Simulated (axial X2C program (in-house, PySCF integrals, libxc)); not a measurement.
**Photoelectron levels of HF by EOM-IP-CCSD**

Computed with an in-house all-electron X2C program for linear molecules (integrals from PySCF): two-component X2C with atomic mean-field Coulomb and Gaunt terms, Gaussian nuclei, basis F dyall-av3z, H dyall-v3z with contracted cores.

R = 0.960 Å (1.045 times 0.919 Å, the PBE0 minimum at charge 0 for the lowest determinant).

Vertical ionisation energies of HF to the states of HF⁺:

```json
{"Ω of HF⁺": "3/2", "vertical IE (eV)": "15.832", "above lowest (cm⁻¹)": "0", "ionised spinor": "92% F pπ", "one-hole weight": "0.94"}
{"Ω of HF⁺": "1/2", "vertical IE (eV)": "15.868", "above lowest (cm⁻¹)": "289", "ionised spinor": "92% F pπ", "one-hole weight": "0.94"}
{"Ω of HF⁺": "1/2", "vertical IE (eV)": "19.592", "above lowest (cm⁻¹)": "30332", "ionised spinor": "77% F pσ, 16% H sσ", "one-hole weight": "0.95"}
{"Ω of HF⁺": "1/2", "vertical IE (eV)": "39.025", "above lowest (cm⁻¹)": "187064", "ionised spinor": "71% F sσ, 15% H sσ, 10% H pσ", "one-hole weight": "0.85"}
```

Take the first Ω = 1/2 and Ω = 3/2 rows of π character: how far apart are they, and which lies lower?

E(3/2) − E(1/2) = 0 − 289 = -289 cm⁻¹ at EOM-IP-CCSD: inverted, Ω = 3/2 lower. Splittings at this level can be off by ten to twenty per cent.

This point took 4.1 s on 1 thread of Arm Neoverse N1, with other jobs on the host.

Reference electrons by ω block (each with its −ω partner): 1/2: 4, 3/2: 1. 8 electrons of HF correlated (inner shells frozen), 86 natural virtual spinors (a truncated set); levels can be off by some tenths of an eV. Roots sought by Ω: (1/2: 4, 3/2: 3, 5/2: 1); rows need 60 % one-particle weight and stop where some Ω has no more roots. Missing are any skipped roots, higher Ω and states of a further excitation; these come out far too high here and may in truth be low or lowest. T1 of the reference 0.009 (Lee–Taylor). Number of frozen shells: F 1 s; H none.
